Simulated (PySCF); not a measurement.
Gas-phase reaction: 2 (CH₃)₂SiH₂ → 2 SiH₄ + C₃H₄ (allene) + CH₄, at 800 K and a standard pressure of 1 bar. Level: MP2/def2-TZVPP†.

Computed with PySCF and rigid-rotor harmonic-oscillator thermochemistry at 1 bar. † marks an energy on the PBE0/def2-TZVP geometry and frequencies. MP2 freezes the core. All species are closed-shell singlets. MP2 isn't extrapolated to the basis-set limit; its ΔH°(298 K) is 344.5 kJ in def2-SVP and 369.9 kJ in def2-TZVPP. The harmonic model lacks anharmonicity and excited electronic states, which grow with temperature; levels with a mode under 35 cm⁻¹ are left out. Internal rotation in (CH₃)₂SiH₂ is treated as a harmonic vibration of one conformer, which makes the entropy rough.

| species | E (Ha) | H(800 K) − E (kJ/mol) | S°(800 K) (J/mol/K) |
|---|---|---|---|
| (CH₃)₂SiH₂ | -369.87813 | 322.2 | 425.4 |
| SiH₄ | -291.40196 | 122.9 | 262.7 |
| C₃H₄ (allene) | -116.38463 | 199.7 | 321.9 |
| CH₄ | -40.41206 | 151.8 | 231.9 |
E: electronic energy; H − E holds the zero-point and thermal terms. 1 Ha = 2625.5 kJ/mol.

Problem. Work out ΔH°, ΔS°, ΔG° and log10 K from these numbers.

Solution. 1. ΔE = 2×(-291.40196) + 1×(-116.38463) + 1×(-40.41206) − 2×(-369.87813) = 0.15565 Ha = 408.7 kJ.
2. Δ(H − E) = 2×(122.9) + 1×(199.7) + 1×(151.8) − 2×(322.2) = -47.1 kJ, so ΔH° = 361.6 kJ.
3. ΔS° = 2×(262.7) + 1×(321.9) + 1×(231.9) − 2×(425.4) = 228.4 J/K; the number of gas molecules changes by +2.
4. ΔG° = ΔH° − TΔS° = 361.6 − 800×(228.4)/1000 = 178.9 kJ.
5. log10 K = −ΔG°/(RT ln 10) = -11.68, with RT ln 10 = 15.32 kJ/mol; at standard pressures the reactants are favoured.
6. A shift of 10 kJ in ΔE would move log10 K by 0.65 here.
For scale, ΔH°(298 K) is 370 kJ at this level, 356 kJ at ωB97M-V/def2-TZVP†, and runs from 149 to 403 kJ over the 20 levels computed.
